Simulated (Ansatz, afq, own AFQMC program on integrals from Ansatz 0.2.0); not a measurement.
Two steps: Ansatz 0.2.0 writes the Fock matrix and Cholesky factors of the valence space, and afq projects on them the lowest state that overlaps trial and start.

```yaml
crystal:
  periodic: [false, false, false]
  atoms:
    - {symbol: Si, position_ang: [0.000000, -0.085928, 0.687238]}
    - {symbol: N, position_ang: [0.000000, 0.058135, -1.191246]}
    - {symbol: H, position_ang: [0.000000, 1.429460, 0.913209]}
    - {symbol: H, position_ang: [0.000000, 0.913927, -1.723877]}
    - {symbol: H, position_ang: [0.000000, -0.756936, -1.784738]}
basis:
  gaussian: {orbitals: cc-pVDZ}
magnetization: {spin_polarized: false}
correlation: {method: ccsd_t, electrons: outside_noble_gas, hamiltonian_folder: ham}
```

```sh
$ ansatz run in.yaml --threads 1 --pin off --events-out ev --progress --plain --max-ram 1382MiB
```

afq runs on the folder ham with

```
--method free --trial cisd --walkers 60 --time-step 0.03 --max-blocks 80 --target-error 0.00042 --factor-cut 1e-05 --seed 4458 --times 0,0.21,0.42,0.81,1.2,1.8,2.4,3 --taylor-order 8
```

Times are imaginary, in 1/Eh. The walk had a cap of 733 s.

Output of the walk:

```
orbitals 41  electrons 6 6  factors 319 of 452
reference energy -345.09768025 Eh
CCSD correlation -0.29415100 Eh in 11 cycles, weight of the determinant in the CISD state 0.8615
repeat  energy at the last time / Eh  error
    10  -345.399796  0.001681
    20  -345.403149  0.001899
    30  -345.403337  0.001460
    40  -345.402650  0.001272
    50  -345.401514  0.001097
    60  -345.401335  0.000970
    70  -345.401667  0.000977
    80  -345.401397  0.000898
time / (1/Eh)  energy / Eh  error  mean overlap
  0.00  -345.390567  0.000491  1.1589
  0.21  -345.396085  0.000434  1.1505
  0.42  -345.399587  0.000406  1.1353
  0.81  -345.401165  0.000497  1.1315
  1.20  -345.401459  0.000563  1.1378
  1.80  -345.402119  0.000712  1.1598
  2.40  -345.403459  0.000817  1.1412
  3.00  -345.401397  0.000898  1.1913
energy -345.401397 +/- 0.000898 Eh
```

The run passed its tests (error under three times the target), which doesn't prove that it has relaxed.

Against this walk (error 24.4 meV) on the same determinant: CCSD(T) 13.2 meV higher (within the noise), CCSDT(Q) 35.6 meV lower (within the noise). The error is statistical, and a free projection of finite length keeps a remainder of its start. The last points scatter (meV from the last: 6 ± 14 at 0.81, -2 ± 15 at 1.20, -20 ± 19 at 1.80, -56 ± 22 at 2.40, 0 ± 24 at 3.00); the last is the one printed as the energy, and the gaps above move with that scatter.

Cautions: remainder of the start not in the error; error above the target (24.4 against 11.4 meV); higher spins were not checked; raised T1 diagnostic (T1 0.023, weight of the determinant 0.86, largest double 0.08).

The walk took 2.3 min on 1 thread of Arm Neoverse V2, with other jobs on the host. The log's last line is the free-projection energy.

CCSDT and higher add their correlation energy to the determinant of the CCSD(T) run, since their own runs factorise the integrals more tightly (a shift of under 2 meV). A walk keeps the symmetry of its determinant, which the program's search chose and which needn't be the lowest solution, so a lower state of the same spin and another symmetry isn't excluded.
